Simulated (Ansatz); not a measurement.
Two isomers of C3H5NO: A = `NC1=COC1`, B = `NCC=C=O`.

Calculated with Ansatz (gas phase, PBE0-D4/def2-TZVP geometries, no zero-point term in ΔE). CBS: MP2 limit from def2 TZ/QZ plus the TZ coupled-cluster correction, frozen cores. DFT in def2-TZVPP. One conformer a species, not always the lowest.

(1) Which is lower in electronic energy at CCSD(T)/CBS, and by how much? (Estimate.)

(2) Give E(B) − E(A) in kcal/mol with MP2/def2-TZVPP, CCSD/def2-TZVPP, r2SCAN-D4, PBE0-D4, PBE-D4, ωB97M-V, B2PLYP. (Estimate.)

(3) Does the order hold for the free energy at 298.15 K (harmonic terms from PBE0-D4)? (An estimate is asked.)

Largest T1 diagnostic: 0.014.

Answers

(1) The calculation gave: B, by 23.4 kcal/mol.

(2) Ansatz gave: MP2/def2-TZVPP -25.0, CCSD/def2-TZVPP -24.4, r2SCAN-D4 -25.3, PBE0-D4 -22.1, PBE-D4 -23.2, ωB97M-V -24.2, B2PLYP -26.8. None reverses the order clearly.

(3) The calculation gave: Yes: G(B) − G(A) = -25.3 kcal/mol, for one conformer each.

From r2SCAN to r2SCAN0 (25 % exact exchange), in def2-TZVPP and without D4, E(B) − E(A) moves by +1.4 kcal/mol. In def2-TZVPP, CCSD(T) changes the Hartree–Fock value by +5.5 kcal/mol (the triples alone add +0.2 kcal/mol) and MP2 by +4.8 kcal/mol.
